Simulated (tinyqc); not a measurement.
Worked calculation (part 2 of 2): RKS/PBE in the sto-6g basis, for LiH, spin multiplicity 1. Computed by tinyqc, a small Python program that keeps every step (integrals from PySCF). Command: `OMP_NUM_THREADS=1 python tinyqc.py 22289 22290 out.jsonl` (the two numbers bound the seeds that draw the settings). One thread of a shared host (Intel(R) Xeon(R) Processor @ 2.60GHz), about 0.5 s of CPU time with the checks.

Geometry (angstrom):
```
atom         x         y         z
Li    0.000000  0.000000  0.000000
H     0.000000  0.000000  1.437000
```

## Convergence

Stop when the energy changes by less than 1e-08 hartree and every element of the error matrix X^T (F D S - S D F) X is below 3e-05.

Course of the cycle:
```
iteration  E (hartree)     change  largest element of the error matrix
1          -1.52626295          -                             1.01e-01
2          -7.98227055  -6.46e+00                             2.06e-01
3          -8.00017314  -1.79e-02                             9.54e-02
4          -8.00333851  -3.17e-03                             8.38e-02
5          -8.00896684  -5.63e-03                             2.54e-03
6          -8.00897206  -5.22e-06                             9.74e-05
7          -8.00897207  -7.43e-09                             2.91e-06
```

PySCF RKS in the same basis, fine grid = -8.00997777 hartree

Converged in 7 iterations. The coarse grid moves the energy by +1.01e-03 hartree.

## Populations, bond orders and dipole

D after iteration 7, order 1Li 1s, 1Li 2s, 1Li 2px, 1Li 2py, 1Li 2pz, 2H 1s:
$$\begin{pmatrix}
2.027529 & -0.093202 & 0.000000 & 0.000000 & -0.138236 & -0.190347 \\
-0.093202 & 0.422659 & 0.000000 & 0.000000 & 0.310108 & 0.492559 \\
0.000000 & 0.000000 & 0.000000 & 0.000000 & 0.000000 & 0.000000 \\
0.000000 & 0.000000 & 0.000000 & 0.000000 & 0.000000 & 0.000000 \\
-0.138236 & 0.310108 & 0.000000 & 0.000000 & 0.229960 & 0.364239 \\
-0.190347 & 0.492559 & 0.000000 & 0.000000 & 0.364239 & 0.577348
\end{pmatrix}$$

overlap S, order 1Li 1s, 1Li 2s, 1Li 2px, 1Li 2py, 1Li 2pz, 2H 1s:
$$\begin{pmatrix}
1.000000 & 0.235742 & 0.000000 & 0.000000 & 0.000000 & 0.096643 \\
0.235742 & 1.000000 & 0.000000 & 0.000000 & 0.000000 & 0.437816 \\
0.000000 & 0.000000 & 1.000000 & 0.000000 & 0.000000 & 0.000000 \\
0.000000 & 0.000000 & 0.000000 & 1.000000 & 0.000000 & 0.000000 \\
0.000000 & 0.000000 & 0.000000 & 0.000000 & 1.000000 & 0.538021 \\
0.096643 & 0.437816 & 0.000000 & 0.000000 & 0.538021 & 1.000000
\end{pmatrix}$$

Mulliken: Z minus the diagonal of D S on the atom; Loewdin: the same with S^(1/2) D S^(1/2); Mayer order: 2 sum_s sum (D(s) S)_ij (D(s) S)_ji over the two atoms.

Charges (e):
```
atom   Mulliken    Loewdin
1Li   -0.029429  -0.023535
2H     0.029429   0.023535
```

Mayer bond orders:
```
pair     order
2-1   0.999134
```

dipole moment about the origin, x y z (debye): [0.000000, 0.000000, -4.713590]
